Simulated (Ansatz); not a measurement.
Geometry optimisation, RKS LDA/def2-mTZVP in Ansatz.

input.yaml

```yaml
crystal:
  periodic: [false, false, false]
  atoms:
    - { symbol: Si, position_ang: [-0.825982, 0.20228, 0.269768] }
    - { symbol: H, position_ang: [1.456266, -0.172772, 1.593864] }
    - { symbol: O, position_ang: [1.986678, 0.024322, 0.777787] }
    - { symbol: H, position_ang: [2.007675, -0.828203, 0.294773] }
    - { symbol: H, position_ang: [-0.572805, 1.061127, -0.981276] }
    - { symbol: O, position_ang: [-0.867712, -1.250521, -0.569546] }
    - { symbol: H, position_ang: [-1.101719, -2.004332, 0.00893] }
basis:
  gaussian: { orbitals: def2-mTZVP }
hamiltonian:
  xc: lda
relax:
  f_tol: 0.03
  max_steps: 50
```

Command:

```bash
$ ansatz run input.yaml --threads 1 --pin off --max-ram 2048MiB --backend cpu --events-out ev --progress --plain --runs-dir out
```

Question: Where does it end, and by what steps?

Answer: It converged. After 9 steps the energy has fallen by 0.469 eV; H4 moved furthest, 0.64 Å. Joined: Si1–O3 (2.86 → 2.07 Å).

```json
{"step": "0", "energy less start (eV)": "0.0000", "largest force component (eV/Å)": "0.803", "accepted": "yes"}
{"step": "1", "energy less start (eV)": "-0.1237", "largest force component (eV/Å)": "1.184", "accepted": "yes"}
{"step": "2", "energy less start (eV)": "-0.2509", "largest force component (eV/Å)": "1.220", "accepted": "yes"}
{"step": "3", "energy less start (eV)": "-0.3504", "largest force component (eV/Å)": "0.663", "accepted": "yes"}
{"step": "4", "energy less start (eV)": "-0.4329", "largest force component (eV/Å)": "0.386", "accepted": "yes"}
{"step": "5", "energy less start (eV)": "-0.4503", "largest force component (eV/Å)": "0.378", "accepted": "yes"}
{"step": "6", "energy less start (eV)": "-0.4665", "largest force component (eV/Å)": "0.111", "accepted": "yes"}
{"step": "7", "energy less start (eV)": "-0.4683", "largest force component (eV/Å)": "0.055", "accepted": "yes"}
{"step": "8", "energy less start (eV)": "-0.4688", "largest force component (eV/Å)": "0.040", "accepted": "yes"}
{"step": "9", "energy less start (eV)": "-0.4691", "largest force component (eV/Å)": "0.017", "accepted": "yes"}
```

```xyz
7
Properties=species:S:1:pos:R:3
Si -0.627 0.255 0.345
H 1.530 -0.242 1.577
O 1.408 0.038 0.645
H 1.391 -0.805 0.113
H -0.229 1.053 -0.907
O -0.478 -1.278 -0.442
H -0.913 -1.989 0.064
```

Whether the end is a true minimum wasn't checked by a vibrational analysis.

The run took 14 s on 1 thread of Arm Neoverse V1, on a shared host, peak memory 0.12 GiB.
